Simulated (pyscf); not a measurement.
Optimised with ωB97X-D3(BJ)/def2-SVP in PySCF.

Task: How much does it cost (ΔH, 298 K, ωB97M-D3(BJ)/def2-TZVP) to split O=Al–Cl at its Al–Cl bond into [O=Al]• + Cl•?

Result: Al–Cl to [O=Al]• + Cl•: 427.2 kJ/mol. The 7 functionals that were run give +408.0 (B3LYP-D3(BJ)) to +442.9 kJ/mol (ωB97X-D3(BJ)). The radicals are drawn with the spin at the cut bond; how far it spreads was not checked. Left out: the spin-orbit lowering of Cl. The term symbol of open-shell O=Al was not checked; spin-orbit terms are left out.
